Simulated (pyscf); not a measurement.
Cl–TaH(Cl)(Cl)–Cl + SiH₄ -> H₃Si–Ta(Cl)(Cl)(Cl)–Cl + H₂, a four-centre exchange (singlet surface; H–Ta, H–Si broken, Si–Ta, H–H formed). Structures and frequencies: ωB97X-D3(BJ)/def2-SVP in PySCF. Energies in eV from the separated reactants.

Small-basis levels: PySCF, no dispersion term, spherical d functions. AM1 to PM7: differences of heats of formation from MOPAC, which are fitted to 298 K values and so differ in kind from electronic energies by zero-point and thermal terms. GFN2-xTB: tblite. Cost: rough CPU time at the saddle relative to B3LYP/6-31G*+LANL2DZ, from one job on a shared machine.

```
level                   barrier  reaction energy        cost
----------------------  -------  ---------------  ----------
HF/6-31G*+LANL2DZ          2.03            +0.33         0.2
MP2/6-31G*+LANL2DZ         1.04            -0.12         0.2
SVWN5/6-31G*+LANL2DZ       0.08            -0.02           1
BP86/6-31G*+LANL2DZ        0.88            +0.13           2
PBE/6-31G*+LANL2DZ         0.73            +0.06           2
B3LYP/LANL2DZ              1.32            +0.27         0.5
B3LYP/6-31G*+LANL2DZ       1.27            +0.24           1
M06-2X/6-31G*+LANL2DZ      0.93            -0.02           2
B3LYP/def2-SVP             1.15            +0.41           1
GFN2-xTB                   1.46            -0.21  under 0.02
PM6                        1.09            -2.00  under 0.02
PM7                        2.29            -1.61  under 0.02
ωB97M-D3(BJ)/def2-TZVP     0.77            +0.23           –
```

Against the last row the barrier runs from -0.69 (SVWN5/6-31G*+LANL2DZ) to +1.52 eV (PM7). ωB97M-D3(BJ)/def2-TZVP has limits of its own. On the reactant side the descent ends in an adduct with a Si–Ta, H–Ta contact, 0.23 eV over the separated species and 0.17 eV under the saddle at ωB97X-D3(BJ)/def2-TZVP. What is counted as formed (Si–Ta) is already present as a longer contact in the reactant adduct; forming that adduct is a step of its own. At ωB97X-D3(BJ)/def2-TZVP the barrier from the zero used here is 0.40 eV. One saddle was located; it need not be the lowest between these sides. In the def2 sets elements past Kr carry core potentials, without spin-orbit coupling.
